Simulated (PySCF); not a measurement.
Computed NMR parameters against published values

Geometry (Å), atoms numbered from 1 in this order:
```xyz
11

O     2.404   -1.146    0.141
C     1.403   -0.551    0.439
C     0.275   -0.268   -0.471
C    -1.120   -0.274    0.116
C    -0.496    1.017   -0.261
H     1.252   -0.156    1.483
H     0.413   -0.635   -1.492
H    -1.913   -0.684   -0.513
H    -1.217   -0.516    1.179
H    -0.844    1.530   -1.160
H    -0.156    1.683    0.538
```

- couplings computed with B3LYP/pcJ-1 (without the spin–dipole term)
- σ from GIAO-KT2/pcSseg-2
- coordinates at the PBE0-D3(BJ)/def2-SVP level
- run in PySCF
- no solvent, a single conformation, non-relativistic, equivalent nuclei averaged

Reference values: measured (solution, not stated per compound (mostly CDCl3 or CCl4); Pretsch, Buehlmann, Badertscher, Structure Determination of Organic Compounds, 4th ed. (2009)).
```tsv
atoms	quantity	reference	computed	computed, scaled
C3	δ 13C	22.7	24.8	21.5
C4/C5	δ 13C	7.4	5.5	1.4
H7	δ 1H	1.79	1.53	–
```

Computed shifts are σ(ref) − σ with the named reference compound (TMS for H and C) calculated as an isolated molecule at the same level. The measured values may be among those fitted. Scaled to experiment by linear calibration (H and C: mostly CDCl3 data, vs TMS): 13C: δ = 185.87 − 1.044σ (rms 2.6 ppm, 51 shifts, 3.3 ppm with the 1 outlier that the fit left out). Occasional misses reach two or three times the rms, and more in compound classes unlike the fitted ones.

Coupling constants in Hz:
```tsv
coupling	reference	computed	source
3J(H7,H8) cis	8.0	9.3	measured; solution (compiled); Pretsch, Buehlmann, Badertscher, Structure Determination of Organic Compounds, 4th ed., Springer 2009
3J(H7,H9) trans	4.6	5.2	measured; solution (compiled); Pretsch, Buehlmann, Badertscher, Structure Determination of Organic Compounds, 4th ed., Springer 2009
2J(H8,H9)	-4.5	-5.7	measured; solution (compiled); Pretsch, Buehlmann, Badertscher, Structure Determination of Organic Compounds, 4th ed., Springer 2009
```

Question: How far are the unscaled 13C shifts from the references?

Answer: Mean signed difference +0.10 ppm, mean absolute 2.00 ppm over 2 comparisons; the largest is +2.1 ppm at C3 (three-membered-ring carbon).

6 of the 16 published NMR values on file for this molecule are compared.

Unscaled 3J(H,H) at this level run about 10 % above measured values. Couplings across =CH–CH2 type bonds come from one rotamer and its mirror image, and can be 1–2 Hz further off. Only one conformer was computed, so three-bond couplings in flexible chains and rings are approximate.
